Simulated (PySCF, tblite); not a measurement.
# butyronitrile (C₄H₇N): a rotation path, then NMR shifts and spin-spin couplings on frames, part 2 of 3

tblite 0.8.0 and PySCF 2.14.0. Atoms count from 0. Earlier steps stand in the parts before.

## 6. Spin-spin couplings: image 2, B3LYP/pcJ-1

What the job is given:

```
{"job": {"kind": "j", "xc": "B3LYP", "basis": "pcJ-1"}, "charge": 0, "multiplicity": 1}
C     -1.185200    -0.611100    -0.261000
C     -0.470000     0.455000     0.560600
C      0.978400     0.690600     0.090700
C      1.583100    -0.501000    -0.447700
N      2.059300    -1.437000    -0.899200
H     -2.208100    -0.732800     0.086200
H     -1.206500    -0.342200    -1.314500
H     -0.674900    -1.566700    -0.164800
H     -0.465500     0.151600     1.609200
H     -1.012500     1.400100     0.490000
H      1.597200     1.043100     0.920700
H      1.006000     1.449700    -0.696300
```

Method: B3LYP/pcJ-1 indirect spin-spin coupling, non-relativistic, gas phase.

The log of the run:

```text
coarse grid: 9752 points
cycle   1  E = -211.2876908727  dE =  4.071e-01  |g| = 5.074e-01  |ddm| = 2.720e+00
cycle   2  E = -211.1361585010  dE =  1.515e-01  |g| = 9.798e-01  |ddm| = 1.189e+00
cycle   3  E = -211.3433306156  dE = -2.072e-01  |g| = 1.884e-01  |ddm| = 7.935e-01
cycle   4  E = -211.3509949895  dE = -7.664e-03  |g| = 4.901e-02  |ddm| = 1.473e-01
cycle   5  E = -211.3515254827  dE = -5.305e-04  |g| = 9.687e-03  |ddm| = 4.252e-02
cycle   6  E = -211.3515464897  dE = -2.101e-05  |g| = 2.132e-03  |ddm| = 9.230e-03
cycle   7  E = -211.3515474749  dE = -9.852e-07  |g| = 5.329e-04  |ddm| = 2.003e-03
final grid: 93432 points
cycle   8  E = -211.3929706461  dE = -8.674e-05  |g| = 5.299e-03  |ddm| = 1.848e-02
cycle   9  E = -211.3929685476  dE =  2.099e-06  |g| = 5.941e-03  |ddm| = 8.321e-03
cycle  10  E = -211.3929772286  dE = -8.681e-06  |g| = 4.219e-04  |ddm| = 4.416e-03
cycle  11  E = -211.3929772487  dE = -2.009e-08  |g| = 3.117e-04  |ddm| = 5.899e-04
cycle  12  E = -211.3929772660  dE = -1.734e-08  |g| = 1.394e-04  |ddm| = 2.882e-04
cycle  13  E = -211.3929772700  dE = -3.938e-09  |g| = 2.857e-05  |ddm| = 9.322e-05
cycle  14  E = -211.3929772701  dE = -1.677e-10  |g| = 5.545e-06  |ddm| = 2.068e-05
converged SCF energy = -211.3929772701

Indirect spin-spin couplings (Hz)
  i      j    bonds     total        FC       PSO       DSO        SD
  0 C    1 C    1     34.422    34.527    -0.277     0.172         -
  0 C    2 C    2     -1.011    -0.855    -0.157     0.001         -
  0 C    3 C    3      4.446     4.454    -0.068     0.060         -
  0 C    4 N    4     -0.180    -0.214     0.019     0.011     0.005
  0 C    5 H    1    131.995   130.164     1.232     0.599         -
  0 C    6 H    1    132.249   130.422     1.177     0.650         -
  0 C    7 H    1    136.553   134.866     1.017     0.670         -
  0 C    8 H    2     -3.637    -3.621     0.192    -0.209         -
  0 C    9 H    2     -3.878    -3.873     0.220    -0.226         -
  0 C   10 H    3      7.149     7.188     0.398    -0.437         -
  0 C   11 H    3      0.189     0.197     0.166    -0.173         -
  1 C    2 C    1     33.511    33.132     0.174     0.205         -
  1 C    3 C    2     -2.600    -2.521    -0.117     0.037         -
  1 C    4 N    3     -0.666    -0.590    -0.049     0.033    -0.061
  1 C    5 H    2     -1.996    -2.012     0.224    -0.208         -
  1 C    6 H    2     -4.200    -4.212     0.206    -0.194         -
  1 C    7 H    2     -4.509    -4.554     0.212    -0.167         -
  1 C    8 H    1    136.856   135.224     0.835     0.797         -
  1 C    9 H    1    137.401   135.758     0.856     0.787         -
  1 C   10 H    2     -4.278    -4.355     0.239    -0.162         -
  1 C   11 H    2     -4.663    -4.743     0.235    -0.155         -
  2 C    3 C    1     67.624    69.218    -1.839     0.244         -
  2 C    4 N    2      3.142     2.790     0.378     0.072    -0.099
  2 C    5 H    3     13.525    13.551     0.406    -0.433         -
  2 C    6 H    3      3.244     3.249    -0.020     0.015         -
  2 C    7 H    3      3.259     3.265     0.030    -0.036         -
  2 C    8 H    2     -3.013    -3.019     0.132    -0.126         -
  2 C    9 H    2     -1.998    -2.022     0.134    -0.110         -
  2 C   10 H    1    138.808   137.132     0.856     0.820         -
  2 C   11 H    1    138.286   136.584     0.866     0.836         -
  3 C    4 N    1    -21.856   -15.588     0.082    -0.004    -6.345
  3 C    5 H    4      0.201     0.195     0.284    -0.279         -
  3 C    6 H    4     -0.170    -0.207    -0.139     0.175         -
  3 C    7 H    4     -0.320    -0.370    -0.388     0.438         -
  3 C    8 H    3      0.361     0.330     0.098    -0.067         -
  3 C    9 H    3     10.286    10.242     0.400    -0.356         -
  3 C   10 H    2    -10.226   -10.174    -0.014    -0.038         -
  3 C   11 H    2    -10.660   -10.612    -0.035    -0.012         -
  4 N    7 H    5     -0.219    -0.340     0.254    -0.070    -0.063
  4 N    9 H    4     -0.423    -0.387    -0.246     0.180     0.030
  4 N   10 H    3     -1.549    -1.381    -0.414     0.216     0.029
  4 N   11 H    3     -1.609    -1.449    -0.391     0.209     0.022
  5 H    6 H    2    -13.801   -13.893     2.824    -2.733         -
  5 H    7 H    2    -14.132   -14.220     2.733    -2.645         -
  5 H    8 H    3      3.439     3.566     0.419    -0.546         -
  5 H    9 H    3      3.724     3.846     0.425    -0.546         -
  5 H   10 H    4      1.197     1.248     1.679    -1.730         -
  5 H   11 H    4     -0.729    -0.642     1.476    -1.563         -
  6 H    7 H    2    -13.525   -13.632     2.574    -2.467         -
  6 H    8 H    3     16.354    16.461     2.804    -2.911         -
  6 H    9 H    3      4.259     4.380     0.499    -0.620         -
  6 H   10 H    4     -0.526    -0.447     1.721    -1.800         -
  6 H   11 H    4     -0.389    -0.347    -0.504     0.462         -
  7 H    8 H    3      4.898     5.001     0.318    -0.421         -
  7 H    9 H    3     15.503    15.605     2.781    -2.883         -
  7 H   10 H    4     -0.552    -0.440     1.190    -1.302         -
  7 H   11 H    4     -0.372    -0.248     1.248    -1.372         -
  8 H    9 H    2    -13.387   -13.496     2.466    -2.357         -
  8 H   10 H    3      9.489     9.535    -0.292     0.246         -
  8 H   11 H    3     11.089    11.177     2.549    -2.637         -
  9 H   10 H    3      0.490     0.611     1.071    -1.193         -
  9 H   11 H    3     10.633    10.673    -0.300     0.260         -
 10 H   11 H    2    -18.229   -18.329     2.449    -2.349         -
```

Run time: 19 s. Hardware: 1 thread of Intel Xeon Platinum 8488C, shared host; peak memory 0.82 GiB.

In short: J(C2,H10) 138.5 Hz, J(C1,H8) 137.1 Hz, J(C0,H5) 133.6 Hz (means over like pairs).

## 7. Shielding tensors: image 4, PBE0/pcSseg-1

What the job is given:

```
{"job": {"kind": "nmr", "xc": "PBE0", "basis": "pcSseg-1", "pop": false}, "charge": 0, "multiplicity": 1}
C     -1.137800    -0.700100    -0.158900
C     -0.506900     0.531900     0.480000
C      1.004100     0.661300     0.175300
C      1.496000    -0.394200    -0.673100
N      1.897000    -1.228300    -1.344100
H     -2.195800    -0.751700     0.085700
H     -1.036000    -0.666600    -1.241300
H     -0.655800    -1.607300     0.198500
H     -0.649700     0.485900     1.561100
H     -1.022700     1.423300     0.118900
H      1.590200     0.636200     1.098000
H      1.218600     1.608900    -0.326000
```

Method: GIAO PBE0/pcSseg-1 NMR shielding, non-relativistic, gas phase.

The log of the run:

```text
coarse grid: 9752 points
cycle   1  E = -211.0056909080  dE =  4.641e-01  |g| = 4.526e-01  |ddm| = 2.999e+00
cycle   2  E = -210.8875614235  dE =  1.181e-01  |g| = 8.726e-01  |ddm| = 1.097e+00
cycle   3  E = -211.0541522901  dE = -1.666e-01  |g| = 1.352e-01  |ddm| = 7.042e-01
cycle   4  E = -211.0582784206  dE = -4.126e-03  |g| = 3.432e-02  |ddm| = 1.113e-01
cycle   5  E = -211.0585414626  dE = -2.630e-04  |g| = 6.524e-03  |ddm| = 3.106e-02
cycle   6  E = -211.0585513198  dE = -9.857e-06  |g| = 1.522e-03  |ddm| = 6.319e-03
final grid: 93432 points
cycle   7  E = -211.0881611798  dE = -2.916e-05  |g| = 6.818e-03  |ddm| = 2.595e-02
cycle   8  E = -211.0881581506  dE =  3.029e-06  |g| = 7.684e-03  |ddm| = 1.110e-02
cycle   9  E = -211.0881729964  dE = -1.485e-05  |g| = 8.307e-04  |ddm| = 5.844e-03
cycle  10  E = -211.0881730942  dE = -9.776e-08  |g| = 4.929e-04  |ddm| = 8.678e-04
cycle  11  E = -211.0881731442  dE = -5.004e-08  |g| = 7.463e-05  |ddm| = 3.336e-04
cycle  12  E = -211.0881731455  dE = -1.233e-09  |g| = 2.092e-05  |ddm| = 6.491e-05
cycle  13  E = -211.0881731456  dE = -9.851e-11  |g| = 3.598e-06  |ddm| = 1.697e-05
converged SCF energy = -211.0881731456

GIAO shielding tensors (ppm)
atom      isotropic    diamagn.    paramagn.     s11        s22        s33       span
  0 C      170.896     248.488     -77.592    159.221    172.172    181.296     22.075
  1 C      171.065     247.261     -76.196    162.282    172.187    178.727     16.444
  2 C      171.625     248.841     -77.216    147.922    180.595    186.358     38.437
  3 C       64.411     261.176    -196.765    -51.046    -46.682    290.961    342.007
  4 N      -36.124     340.165    -376.288   -209.448   -198.422    299.498    508.946
  5 H       30.561      29.330       1.231     25.917     27.756     38.009     12.093
  6 H       30.274      31.273      -0.999     26.228     28.873     35.721      9.493
  7 H       30.307      31.262      -0.955     26.282     28.853     35.787      9.505
  8 H       30.174      30.456      -0.281     25.009     28.653     36.860     11.851
  9 H       30.173      30.460      -0.287     24.984     28.662     36.874     11.891
 10 H       29.244      28.357       0.888     23.798     28.162     35.773     11.975
 11 H       29.244      28.324       0.920     23.812     28.133     35.787     11.975
```

Run time: 7.2 s. Hardware: 1 thread of Intel Xeon Platinum 8488C, shared host; peak memory 0.58 GiB.

This run: δ C3 122.5, C0 16.0, C1 15.9, C2 15.3, H11 2.47, H10 2.47 ppm.

## 8. Spin-spin couplings: image 4, B3LYP/pcJ-1

The job, as its differences from that of step 7:

```diff
@@ -1,2 +1,2 @@
-{"job": {"kind": "nmr", "xc": "PBE0", "basis": "pcSseg-1", "pop": false}, "charge": 0, "multiplicity": 1}
+{"job": {"kind": "j", "xc": "B3LYP", "basis": "pcJ-1"}, "charge": 0, "multiplicity": 1}
 C     -1.137800    -0.700100    -0.158900
```

Level: B3LYP/pcJ-1 indirect spin-spin coupling, non-relativistic, gas phase.

The log of the run:

```text
coarse grid: 9752 points
cycle   1  E = -211.2837704328  dE =  4.077e-01  |g| = 5.082e-01  |ddm| = 2.750e+00
cycle   2  E = -211.1309374472  dE =  1.528e-01  |g| = 9.831e-01  |ddm| = 1.209e+00
cycle   3  E = -211.3395634074  dE = -2.086e-01  |g| = 1.883e-01  |ddm| = 8.069e-01
cycle   4  E = -211.3472174203  dE = -7.654e-03  |g| = 4.924e-02  |ddm| = 1.479e-01
cycle   5  E = -211.3477533244  dE = -5.359e-04  |g| = 9.578e-03  |ddm| = 4.269e-02
cycle   6  E = -211.3477737090  dE = -2.038e-05  |g| = 2.177e-03  |ddm| = 9.138e-03
cycle   7  E = -211.3477747410  dE = -1.032e-06  |g| = 5.293e-04  |ddm| = 2.009e-03
final grid: 93432 points
cycle   8  E = -211.3892745997  dE = -8.719e-05  |g| = 5.412e-03  |ddm| = 2.013e-02
cycle   9  E = -211.3892718406  dE =  2.759e-06  |g| = 6.233e-03  |ddm| = 8.320e-03
cycle  10  E = -211.3892812538  dE = -9.413e-06  |g| = 1.101e-03  |ddm| = 4.643e-03
cycle  11  E = -211.3892812763  dE = -2.250e-08  |g| = 1.072e-03  |ddm| = 1.375e-03
cycle  12  E = -211.3892815085  dE = -2.322e-07  |g| = 1.100e-04  |ddm| = 6.604e-04
cycle  13  E = -211.3892815112  dE = -2.734e-09  |g| = 2.158e-05  |ddm| = 9.245e-05
cycle  14  E = -211.3892815113  dE = -9.686e-11  |g| = 5.772e-06  |ddm| = 1.680e-05
converged SCF energy = -211.3892815113

Indirect spin-spin couplings (Hz)
  i      j    bonds     total        FC       PSO       DSO        SD
  0 C    1 C    1     34.363    34.442    -0.252     0.172         -
  0 C    2 C    2     -0.965    -0.838    -0.125    -0.001         -
  0 C    3 C    3      6.080     6.068    -0.057     0.069         -
  0 C    4 N    4     -0.214    -0.267     0.051     0.009    -0.006
  0 C    5 H    1    131.211   129.386     1.222     0.603         -
  0 C    6 H    1    135.769   134.042     1.059     0.669         -
  0 C    7 H    1    135.548   133.814     1.065     0.669         -
  0 C    8 H    2     -4.074    -4.064     0.204    -0.213         -
  0 C    9 H    2     -4.076    -4.066     0.202    -0.212         -
  0 C   10 H    3      2.031     2.056     0.304    -0.330         -
  0 C   11 H    3      2.388     2.414     0.314    -0.340         -
  1 C    2 C    1     34.140    33.440     0.495     0.204         -
  1 C    3 C    2     -2.542    -2.433    -0.144     0.036         -
  1 C    4 N    3     -0.776    -0.597    -0.136     0.034    -0.077
  1 C    5 H    2     -1.745    -1.768     0.233    -0.209         -
  1 C    6 H    2     -4.490    -4.527     0.216    -0.179         -
  1 C    7 H    2     -4.501    -4.537     0.216    -0.179         -
  1 C    8 H    1    137.510   135.867     0.859     0.784         -
  1 C    9 H    1    137.504   135.862     0.858     0.784         -
  1 C   10 H    2     -4.406    -4.508     0.265    -0.163         -
  1 C   11 H    2     -4.421    -4.523     0.264    -0.162         -
  2 C    3 C    1     67.808    69.401    -1.837     0.244         -
  2 C    4 N    2      3.209     2.844     0.390     0.072    -0.097
  2 C    5 H    3     13.939    13.959     0.412    -0.432         -
  2 C    6 H    3      3.342     3.348     0.016    -0.021         -
  2 C    7 H    3      3.416     3.422     0.011    -0.016         -
  2 C    8 H    2     -2.354    -2.389     0.154    -0.119         -
  2 C    9 H    2     -2.364    -2.397     0.154    -0.121         -
  2 C   10 H    1    138.358   136.656     0.882     0.820         -
  2 C   11 H    1    138.233   136.532     0.882     0.820         -
  3 C    4 N    1    -21.944   -15.606     0.031    -0.005    -6.364
  3 C    5 H    4      0.373     0.362     0.302    -0.292         -
  3 C    6 H    4     -0.317    -0.366    -0.304     0.353         -
  3 C    7 H    4     -0.307    -0.356    -0.297     0.346         -
  3 C    8 H    3      3.730     3.704     0.276    -0.250         -
  3 C    9 H    3      3.232     3.207     0.264    -0.239         -
  3 C   10 H    2    -11.086   -11.038    -0.029    -0.018         -
  3 C   11 H    2    -11.087   -11.039    -0.028    -0.019         -
  4 N    5 H    5     -0.221    -0.239    -0.089     0.131    -0.023
  4 N    6 H    5     -0.192    -0.286     0.184    -0.032    -0.058
  4 N    7 H    5     -0.180    -0.271     0.178    -0.029    -0.057
  4 N    8 H    4     -0.155    -0.154    -0.201     0.160     0.040
  4 N   10 H    3     -1.616    -1.453    -0.394     0.212     0.019
  4 N   11 H    3     -1.614    -1.450    -0.396     0.213     0.020
  5 H    6 H    2    -13.874   -13.968     2.763    -2.670         -
  5 H    7 H    2    -13.813   -13.907     2.772    -2.678         -
  5 H    8 H    3      3.594     3.716     0.402    -0.524         -
  5 H    9 H    3      3.489     3.613     0.410    -0.534         -
  6 H    7 H    2    -13.544   -13.657     2.536    -2.423         -
  6 H    8 H    3     16.338    16.441     2.790    -2.893         -
  6 H    9 H    3      5.091     5.200     0.398    -0.507         -
  6 H   10 H    4     -0.588    -0.483     1.654    -1.758         -
  6 H   11 H    4     -0.508    -0.405     0.448    -0.551         -
  7 H    8 H    3      4.964     5.074     0.415    -0.526         -
  7 H    9 H    3     16.359    16.463     2.792    -2.895         -
  7 H   10 H    4     -0.503    -0.403     0.378    -0.478         -
  7 H   11 H    4     -0.595    -0.493     1.669    -1.771         -
  8 H    9 H    2    -13.494   -13.599     2.456    -2.351         -
  8 H   10 H    3     13.712    13.733    -0.549     0.529         -
  8 H   11 H    3      3.163     3.281     1.901    -2.019         -
  9 H   10 H    3      3.695     3.811     1.962    -2.078         -
  9 H   11 H    3     13.649    13.669    -0.548     0.528         -
 10 H   11 H    2    -19.191   -19.290     2.432    -2.333         -
```

Wall time 19 s (1 thread of Intel Xeon Platinum 8488C, shared host); peak memory 0.82 GiB.

This run: J(C2,H10) 138.3 Hz, J(C1,H8) 137.5 Hz, J(C0,H5) 134.2 Hz (means over like pairs).

## 9. NMR shieldings: image 6, PBE0/pcSseg-1

What the job is given:

```
{"job": {"kind": "nmr", "xc": "PBE0", "basis": "pcSseg-1", "pop": false}, "charge": 0, "multiplicity": 1}
C     -1.126100    -0.761700    -0.029200
C     -0.517700     0.576600     0.372600
C      1.016200     0.590200     0.235500
C      1.475000    -0.215900    -0.866900
N      1.844700    -0.875000    -1.724500
H     -2.204500    -0.742400     0.105600
H     -0.916400    -0.973400    -1.075100
H     -0.715300    -1.571000     0.570100
H     -0.771900     0.801300     1.410600
H     -0.944900     1.363200    -0.252100
H      1.485000     0.195700     1.141600
H      1.377100     1.611600     0.085900
```

With the program's defaults for keys left out, this is: GIAO PBE0/pcSseg-1 NMR shielding, non-relativistic, gas phase.

The log of the run:

```text
coarse grid: 9752 points
cycle   1  E = -211.0099087323  dE =  4.641e-01  |g| = 4.513e-01  |ddm| = 2.968e+00
cycle   2  E = -210.8936201790  dE =  1.163e-01  |g| = 8.674e-01  |ddm| = 1.075e+00
cycle   3  E = -211.0580928729  dE = -1.645e-01  |g| = 1.356e-01  |ddm| = 6.906e-01
cycle   4  E = -211.0622479215  dE = -4.155e-03  |g| = 3.411e-02  |ddm| = 1.113e-01
cycle   5  E = -211.0625074789  dE = -2.596e-04  |g| = 6.617e-03  |ddm| = 3.106e-02
cycle   6  E = -211.0625176965  dE = -1.022e-05  |g| = 1.485e-03  |ddm| = 6.420e-03
cycle   7  E = -211.0625181901  dE = -4.937e-07  |g| = 3.391e-04  |ddm| = 1.465e-03
final grid: 93432 points
cycle   8  E = -211.0921960284  dE = -2.779e-05  |g| = 6.703e-03  |ddm| = 2.309e-02
cycle   9  E = -211.0921940165  dE =  2.012e-06  |g| = 7.321e-03  |ddm| = 1.093e-02
cycle  10  E = -211.0922074606  dE = -1.344e-05  |g| = 5.909e-04  |ddm| = 5.587e-03
cycle  11  E = -211.0922075142  dE = -5.368e-08  |g| = 3.529e-04  |ddm| = 6.693e-04
cycle  12  E = -211.0922075384  dE = -2.414e-08  |g| = 9.859e-05  |ddm| = 2.623e-04
cycle  13  E = -211.0922075405  dE = -2.132e-09  |g| = 1.944e-05  |ddm| = 7.393e-05
cycle  14  E = -211.0922075406  dE = -8.458e-11  |g| = 3.722e-06  |ddm| = 1.654e-05
converged SCF energy = -211.0922075406

GIAO shielding tensors (ppm)
atom      isotropic    diamagn.    paramagn.     s11        s22        s33       span
  0 C      171.914     248.747     -76.833    161.781    169.820    184.141     22.359
  1 C      167.374     247.145     -79.771    159.291    168.999    173.831     14.541
  2 C      169.358     248.763     -79.404    150.223    175.243    182.609     32.386
  3 C       64.351     261.261    -196.909    -50.977    -47.705    291.736    342.713
  4 N      -36.607     340.091    -376.698   -209.474   -198.304    297.956    507.430
  5 H       30.527      29.427       1.100     25.960     27.701     37.919     11.959
  6 H       29.970      31.465      -1.495     25.486     29.403     35.022      9.536
  7 H       30.805      30.948      -0.143     27.003     28.524     36.887      9.884
  8 H       30.206      30.385      -0.178     25.457     28.389     36.773     11.315
  9 H       30.152      30.623      -0.472     24.999     28.686     36.770     11.772
 10 H       29.392      28.894       0.498     24.258     28.271     35.647     11.389
 11 H       29.260      28.027       1.233     24.120     27.659     36.002     11.882
```

Wall time 7.4 s (1 thread of Intel Xeon Platinum 8488C, shared host); peak memory 0.58 GiB.

In short: δ C3 122.6, C1 19.6, C2 17.6, C0 15.0, H11 2.46, H10 2.33 ppm.

(Continued in part 3 of 3.)
